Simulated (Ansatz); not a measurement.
**Forms of As$_{2}$H$_{2}$ and their order**

Ansatz 0.2.0, basis cc-pVDZ; geometries are PBE0/def2-TZVP minima. Wave-function levels freeze the cores with the filled d shells of p-block atoms; HF, MP2 and coupled cluster are restricted for singlets and unrestricted otherwise, restricted open-shell where a d shell is frozen, Kohn–Sham unrestricted where that lies lower. NEVPT2 stands on CASSCF in the full valence space. The reference is CCSDT(Q) (coupled cluster only where its series has nearly closed). Semilocal and hybrid functionals correlate all electrons outside any core potential and usually lie nearer their basis limit than the reference, so part of their error here is the reference's basis and frozen-core error; RPA and the MP2 part of double hybrids freeze the same cores as the reference. None of these values is a measured one. Energies are electronic, without zero-point terms. No spin–orbit coupling and no scalar relativity. The set is small: such energies can lie up to about 0.3 eV from the limit, spin gaps mostly less, so near ties and functionals' places can change in larger sets. The species are chosen: bound, without strong static correlation by their natural occupations or amplitudes, and with a ladder that closes on the reference, so errors are smaller than for species at large; levels whose determinant breaks symmetry or spin markedly are left out.

A. triplet; As–As 2.420, As–H 1.525, angles at As 92/94°. Coordinates (Å): As -0.047 0.000 1.191; As 0.020 0.000 -1.227; H 1.001 -1.100 1.329; H 1.001 1.100 1.329
B. singlet; As–As 2.234, As–H 1.530, angles at As 92°, angles at As 92°. Coordinates (Å): As 0.000 -0.050 1.116; As 0.000 0.050 -1.116; H 0.000 1.474 1.248; H 0.000 -1.474 -1.248
C. singlet; As–As 2.154, As–H 1.512, angles at As 102/129°. Coordinates (Å): As 0.000 0.000 1.050; As 0.000 0.000 -1.104; H 0.000 1.177 2.000; H 0.000 -1.177 2.000
D. triplet; As–As 2.411, As–H 1.530, angles at As 93°, angles at As 93°. Coordinates (Å): As 0.014 -0.034 1.205; As 0.014 0.034 -1.205; H -1.061 1.049 1.306; H -1.061 -1.049 -1.306

Problem. From bonding and spin, estimate the order of these in energy at CCSDT(Q), each at its own geometry.

Solution. At CCSDT(Q), above the lowest of those listed: B (0.0 kJ/mol), A (74.2 kJ/mol), D (105.4 kJ/mol), C (145.7 kJ/mol).

```csv
level,A less B (kJ/mol),D less B (kJ/mol),C less B (kJ/mol)
CCSDT(Q),74.2,105.4,145.7
MP2,71.5,103.6,146.1
CCSD,60.9,93.1,145.2
CCSD(T),72.9,104.3,146.1
CCSDT,72.5,103.7,145.6
NEVPT2,77.0,108.0,144.9
PBE,87.3,107.1,143.0
r2SCAN,70.7,89.3,142.4
wB97M-V,67.3,89.2,139.7
```

Every level shown puts the same form lowest.

The geometries are PBE0's, not this basis's own minima.
